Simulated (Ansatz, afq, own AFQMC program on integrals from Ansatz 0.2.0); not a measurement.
# WO, septet: AFQMC among the cluster methods

```yaml
atoms:
  - { symbol: W, position_ang: [0.0000, 0.0000, 0.0000] }
  - { symbol: O, position_ang: [0.0000, 0.0000, 1.7032] }
```

Basis def2-SVP with its core potentials. Noble-gas cores (and the filled d shells of Ga–Kr and In–Xe) are frozen. AFQMC by an in-house program on the Cholesky factors that Ansatz 0.2.0 writes for its CCSD(T) run. The CISD trial takes its coefficients from CCSD amplitudes. Released means that phaseless walkers are propagated on without the constraint, phases kept. Free projection: walkers drawn from exp(T), propagated without any constraint. Its projection time is finite, and what remains of the start isn't in its error. ± is one standard error of the sampling. No spin–orbit coupling. The metal's outer-core s and p shells are frozen, which shifts wave-function levels against functionals.

Determinant: UHF, the one that the program's search chose, which needn't be the lowest solution. The geometry is a PBE0/def2-TZVP stationary point of this or a neighbouring charge and spin state.

No full CI on the walks' own integrals is used here; CCSDT(Q) serves as the reference and is uncertain by about the last step of the cluster series.

Cautions: no spin-orbit coupling; outer-core shells of the metal frozen; another spin lies lower (by 4.44 eV); the released energies are still falling, so no released level is given (meV from the phaseless value at times in 1/Eh: 12 ± 10 at 0.60, -7 ± 13 at 1.20, -43 ± 21 at 2.00, -8 ± 22 at 3.00, -52 ± 42 at 4.20), though the last usable value meets CCSDT(Q) within the noise; the ph-AFQMC/CISD walk drifts between its halves (2.9 errors).

```
T1 diagnostic                               : 0.0229
weight of the determinant in the CISD state : 0.910
⟨S²⟩ of the determinant                     : 12.010
size of the correlated space                : 12 electrons in 41 orbitals
```

Reference: CCSDT(Q), correlation energy -6.403 eV.

| level | E − E(reference) (kcal/mol) | share of correlation (%) |
| --- | --- | --- |
| HF | 147.65 | 0.00 |
| MP2 | 15.16 | 89.73 |
| CCSD | 4.36 | 97.04 |
| CCSD(T) | 0.83 | 99.44 |
| CCSDT | 0.25 | 99.83 |
| ph-AFQMC/HF | 2.78 ± 1.07 | 98.12 |
| ph-AFQMC/CISD | 0.48 ± 0.25 | 99.68 |
| free AFQMC | 0.28 ± 0.34 | 99.81 |

Free projections are given only where their last times agree within the noise and don't stop above the reference; a slow remainder of the start can still hide under it. A walk keeps the symmetry of its determinant, which the program's search chose and which needn't be the lowest solution, so a lower state of the same spin and another symmetry isn't excluded.
